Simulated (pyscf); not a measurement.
This saddle point was located with ωB97X-D3(BJ)/def2-SVP in PySCF.

```
Si
N 1 1.6555
H 2 1.0121 1 131.23
N 1 1.7188 2 122.07 3 69.32
H 4 1.0128 1 124.07 2 -160.32
H 4 1.0132 5 113.37 1 -169.61
H 2 1.4664 3 151.58 1 179.76
N 7 1.1938 2 125.81 3 178.89
H 8 1.0196 7 116.95 2 114.90
H 8 1.0197 9 109.86 7 -133.91
H 1 1.4966 2 126.93 3 -77.39
```
Charge 0, spin multiplicity 1.

Surface: singlet, charge 0. Lowest wavenumbers (cm⁻¹): 1109i, 208, 266, 270, 362.

Q: What reaction is this the transition state of?

A: H₂N–SiH(NH₂)–NH₂ (SMILES N[SiH](N)N) ⇌ HN=SiH–NH₂ (SMILES N=[SiH]N) + NH₃ (SMILES N), an elimination read from left to right: H–N, N–Si broken and H–N formed. At CCSD(T)/def2-TZVPP + ΔMP2(QZVPP) it lies +51.2 kcal/mol from the left side and -12.3 kcal/mol from the right (each side as separated species at their lowest minima found). On the product side the descent ends in an adduct with a N–Si contact, 21.0 kcal/mol under the separated species and 6.2 kcal/mol under the saddle at ωB97X-D3(BJ)/def2-TZVP. At CCSD(T) the saddle lies under the separated products, which points to a path from their complex (located at ωB97X-D3(BJ) alone), and parting the products costs more than the saddle. What is counted as broken (N–Si) persists as a longer contact in the product adduct; parting that adduct is a step of its own. HN=SiH–NH₂ lies 20.7 kcal/mol over its isomer H₂N–Si:–NH₂ [singlet] (electronic energy, ωB97M-D3(BJ)/def2-TZVP). This is the saddle that the search found; another between the same sides may lie lower. The CCSD(T) − MP2 part came from Ansatz, without density fitting, on the same reference.
